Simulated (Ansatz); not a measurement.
For HfO2 (P2₁/c, No. 14), PBE-D4 (PAW; Ansatz, an electronic-structure program) gives:

| Item | Result |
|---|---|
| equilibrium volume per atom | 11.65 Å³/atom |
| formation enthalpy | -3.570 eV/atom |

Question: What does r²SCAN (Ansatz, plane waves, PAW) give for the same quantities?

Answer: 
- equilibrium volume per atom: 11.53 Å³/atom (decreases by 1.0 %)
- formation enthalpy: -3.802 eV/atom (moves by -0.232 eV/atom)

Changes are worked out from the printed values.

Unless a cell is named, each level is at its own relaxed cell (PBE-D4 11.65, r²SCAN 11.53 Å³/atom).

Levels without +SOC leave out spin–orbit coupling, which shifts energies and cells of such heavy elements.

Caveats: the relaxation could not lower the start's symmetry, so the cell can be a saddle point above a distorted one (PBE-D4, r²SCAN). Ansatz's density-functional and Hartree–Fock values are scalar-relativistic unless marked +SOC, with PAW data made under PBE.
